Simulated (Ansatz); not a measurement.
Geometry optimisation, Ansatz 0.2.0, RKS B3LYP/def2-SVP.

input.yaml

```yaml
crystal:
  periodic: [false, false, false]
  atoms:
    - { symbol: "N", position_ang: [-0.8714, -1.6738, 0.6788] }
    - { symbol: C, position_ang: [-0.1507, -0.8798, -0.1842] }
    - { symbol: C, position_ang: [0.2372, 0.3607, -0.0094] }
    - { symbol: O, position_ang: [0.2402, 1.3318, 0.9094] }
    - { symbol: C, position_ang: [0.9525, 1.5129, -0.3637] }
    - { symbol: F, position_ang: [0.4034, 2.382, -1.2922] }
    - { symbol: H, position_ang: [-1.5497, -2.2392, 0.1918] }
    - { symbol: H, position_ang: [-1.3359, -1.0509, 1.3811] }
    - { symbol: H, position_ang: [0.1311, -1.3902, -1.0507] }
    - { symbol: H, position_ang: [2.0264, 1.5954, -0.2579] }
basis:
  gaussian: { orbitals: def2-SVP }
hamiltonian:
  xc: b3lyp
relax:
  f_tol: 0.015
  max_steps: 40
```

Command:

```bash
$ ansatz run input.yaml --threads 2 --pin off --max-ram 3072MiB --backend cpu --events-out ev --progress --plain --runs-dir out
```

Where does it end, and by what steps?

The run converged. After 10 steps the energy has fallen by 0.314 eV; H9 moved furthest, 0.13 Å.

| step | energy less start (eV) | largest force component (eV/Å) | accepted |
| --- | --- | --- | --- |
| 0 | 0.0000 | 1.913 | yes |
| 1 | -0.2506 | 0.832 | yes |
| 2 | -0.2979 | 0.406 | yes |
| 3 | -0.2940 | 0.382 | no |
| 4 | -0.3097 | 0.207 | yes |
| 5 | -0.3126 | 0.116 | yes |
| 6 | -0.3139 | 0.056 | yes |
| 7 | -0.3143 | 0.045 | yes |
| 8 | -0.3144 | 0.015 | yes |
| 9 | -0.3144 | 0.018 | no |
| 10 | -0.3144 | 0.009 | yes |

```xyz
10
Properties=species:S:1:pos:R:3
N -0.903 -1.650 0.701
C -0.163 -0.931 -0.240
C 0.271 0.319 -0.103
O 0.190 1.356 0.832
C 0.960 1.542 -0.349
F 0.476 2.446 -1.225
H -1.600 -2.268 0.295
H -1.312 -1.078 1.435
H 0.126 -1.477 -1.143
H 2.039 1.692 -0.201
```

Whether the end is a true minimum wasn't checked by a vibrational analysis.

Time of the run: 50 s on 2 threads of Arm Neoverse N1, with other jobs on the host, peak memory 0.22 GiB.
